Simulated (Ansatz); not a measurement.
A calculation with Ansatz (development build ahead of 0.2.0).

```yaml
crystal:
  periodic: [false, false, false]
  atoms:
    - { symbol: C, position_ang: [0.0, 0.0, 0.0] }
    - { symbol: P, position_ang: [0.0, 0.0, 3.906] }
basis:
  gaussian: { orbitals: pcseg-2 }
total_charge: -1
magnetization:
  initial_magnetization: 2
hamiltonian:
  xc: pbe0
```

The input is written out in the form of the current development build from the run's settings.

The run gave:

```
Converged                       : yes
Total energy                    : -378.94547 hartree
Spin squared of the determinant : 2.000
Stability test                  : minimum among restricted orbitals
```

Caution: stretched shape with no unrestricted run beside it, a lower state can exist; no diffuse functions for an anion; charge can spread falsely over distant fragments.
